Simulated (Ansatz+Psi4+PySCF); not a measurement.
Two shapes of doublet LiO₂.

Shape 1:

```xyz
3

Li    0.0000    0.0000    0.0000
O     0.0000    0.6740    1.6475
O     0.0000   -0.6664    1.6289
```

Shape 2:

```xyz
3

Li    0.0000    0.0000    0.0000
O     0.0000    0.6929    1.6937
O     0.0000   -0.6475    1.5827
```

Basis set: cc-pCVTZ on Li; cc-pVTZ on O (spherical functions). Frozen core: 2 orbitals. Correlation on ROHF uses semicanonical orbitals with singles. Charge 0, multiplicity 2.

Computed with Ansatz (development build ahead of 0.2.0) and Psi4 1.11; each method stands on the lowest determinant of its kind that the runs found.

Problem. Which shape is lower in energy, and by how much in each method?

Solution.

```csv
method,E(2) − E(1) (eV)
ROHF,0.005
UHF,0.034
ROHF-MP2,0.176
UHF-CCSD,0.033
ROHF-CCSD(T),0.034
```

Shape 1 is lower. Caution for ROHF-MP2: another reference gives a lower total. Caution for ROHF-MP2, ROHF-CCSD(T): large amplitudes, a single reference is doubtful.
